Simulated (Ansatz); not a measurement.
C₂H₃F₂, SMILES `C[C](F)F` radical. Charge 0, multiplicity 2.

```tsv
atom	x (Å)	y (Å)	z (Å)
C1	0.119	0.400	-0.504
C2	0.048	-0.293	0.802
F3	-1.154	-0.316	1.373
F4	0.578	-1.513	0.832
H5	1.153	0.441	-0.843
H6	-0.267	1.414	-0.404
H7	-0.478	-0.133	-1.256
```

Task: List the harmonic frequencies (cm⁻¹, unscaled) at PBE0-D4/def2-TZVP in Ansatz. (Estimate.)

Result: The calculation gave: 193, 377, 463, 545, 876, 986, 1088, 1262, 1298, 1412, 1464, 1466, 3022, 3129, 3173.

Task: Is this a minimum?

Result: Yes, all 15 modes are real.

Task: Give the ideal-gas thermochemistry at 298.15 K and 1 bar (rigid rotor, harmonic oscillator; point group Cs, symmetry number 1).

Result: Zero-point energy 124.1 kJ/mol; H(298) − E = 138.0 kJ/mol; entropy 288.0 J/(mol·K), of which translation 160.9, rotation 100.5, vibration 20.8, electronic 5.8; G(298) − E = 52.2 kJ/mol.

Task: And at 400, 500, 600, 800 and 1000 K?

Result: 
```tsv
T (K)	H − E (kJ/mol)	S (J/mol/K)	G − E (kJ/mol)
400	145.4	309.0	21.7
500	153.7	327.7	-10.1
600	163.2	344.9	-43.7
800	184.4	375.3	-115.8
1000	208.0	401.6	-193.6
```
